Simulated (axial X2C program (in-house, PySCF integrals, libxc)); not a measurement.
# MgSi: bond constants with and without spin–orbit coupling

All values were computed with an axial X2C code built on PySCF integrals. Spin-free means the one-electron spin-free X2C Hamiltonian; two-component (2c) means X2C with spin–orbit coupling and atomic mean-field two-electron Coulomb and Gaunt terms, so the difference of the two also holds small scalar two-electron terms. Basis: Si dyall-v3z [8s7p2d1f], Mg dyall-cv3z [9s8p6d3f] (cores contracted in-house); Gaussian nuclei, density fitting, unrestricted open shells. Masses: Si 27.977 u, Mg 23.985 u.

Input file and command:
```json
{"zs": [14, 12], "q": 0, "bas": ["dyall-v3z", "dyall-cv3z"], "levels": ["PBE0", "HF", "r2SCAN"], "cc": true, "r0": 2.55, "thr": -2.0, "nmax": 90, "npts": 10, "nst": 2, "ntry": 6}
```
```bash
python so2c.py task.json out
```

Keys: zs atomic numbers; q charge; bas basis sets; levels methods; cc coupled cluster on or off; r0 starting distance in Å; thr threshold in hartree for freezing inner shells (an s shell follows its p shell); nmax most natural virtual spinors; npts points on the curve; nst determinants followed; ntry starts of the search. HF also brings MP2.

State, spin-free: M_S = 1, Λ = 0 (beyond evenly filled blocks: π+α, π-α); electrons by block: σα: 8, σβ: 8, π+α: 3, π+β: 2, π-α: 3, π-β: 2. Fragments: Si + Mg.

State, 2c: Ω = 1 (⟨Sz⟩ = 1.00, ⟨Lz⟩ = 0.00 at PBE0); electrons by block: 1/2: 10, -1/2: 11, 3/2: 3, -3/2: 2. Fragments: Si + Mg.

```json
{"Hamiltonian": "2c", "level": "PBE0", "Re (Å)": "2.545", "ωe (cm⁻¹)": "312.7", "ωexe (cm⁻¹)": "2.28", "De (eV)": "1.15", "k (mdyn/Å)": "0.744", "μ (D)": "3.45"}
{"Hamiltonian": "2c", "level": "HF", "Re (Å)": "2.594", "ωe (cm⁻¹)": "302.7", "ωexe (cm⁻¹)": "2.39", "De (eV)": "0.716", "k (mdyn/Å)": "0.697", "μ (D)": "3.10"}
{"Hamiltonian": "2c", "level": "CCSD", "Re (Å)": "2.570", "ωe (cm⁻¹)": "301.8", "ωexe (cm⁻¹)": "2.84", "De (eV)": "0.783", "k (mdyn/Å)": "0.693", "μ (D)": "n/a"}
{"Hamiltonian": "2c", "level": "CCSD(T)", "Re (Å)": "2.566", "ωe (cm⁻¹)": "305.9", "ωexe (cm⁻¹)": "2.6", "De (eV)": "0.904", "k (mdyn/Å)": "0.712", "μ (D)": "n/a"}
{"Hamiltonian": "2c", "level": "r2SCAN", "Re (Å)": "2.533", "ωe (cm⁻¹)": "326.5", "ωexe (cm⁻¹)": "2.12", "De (eV)": "1.33", "k (mdyn/Å)": "0.811", "μ (D)": "3.39"}
```

Spin-free values that have a 2c row agree with it to the digits that matter (0.001 Å, 0.01 eV) and are not repeated.

Correlated methods: 6 electrons correlated (number of frozen shells: Si 2 s, 1 p; Mg 2 s, 1 p), 214 virtual spin orbitals or spinors in MP2, 84 natural virtuals in coupled cluster.

Dipoles are positive if Mg is the positive end.

One determinant describes the state; a PBE0 search over occupations chose it and may have missed a lower one. De is counted from the lowest determinant-based energies of the atoms at the same level, without counterpoise correction. Density functionals use the spin component along the axis (collinear). Coupled cluster ran in a truncated set of natural virtual spinors; the MP2 energy of the rest was added. (T) has no such correction and the atoms are truncated less, which lowers De at CCSD(T) by a hundredth of an eV or more. The 2c atoms are single determinants rather than J levels; their spin–orbit lowering is only partly caught, and De is too large by that part. This holds for PBE0, CCSD, CCSD(T), r2SCAN. Other states lie close and PBE0, whose exact exchange favours high spin, may order them wrongly; the determinant shown need not be the ground state. The nearest other 2c determinant of the search, Ω = 0, lies 0.81 eV up at the distance of the search. Without a current term, density functionals place determinants with orbital angular momentum somewhat too high. With several unpaired electrons one determinant need not be a pure state. Open-shell Ω = 0 determinants with evenly filled partner blocks cannot be reached by this program, so the Ω shown need not be the lowest component. This is the Ω = 1 component of a π² triplet; the 0⁺ component is not one determinant and can lie lowest. The determinant is spin-polarised beyond a pure state at some levels (its spin-free form has ⟨S²⟩ too high), which makes Re and μ there less reliable. The T1 diagnostic is large, a sign of multireference character.

No reliable constants came from MP2 (2c), MP2 (spin-free): no minimum in range, unconverged points, a curve that is not smooth, a change of character along it, or the two Hamiltonians disagreeing along it.

Rough cost a point (2c) on 1 thread(s) of a shared host, integrals apart: PBE0 0.3 s, HF 0.24 s, CCSD(T) 1.8 s, r2SCAN 0.4 s.
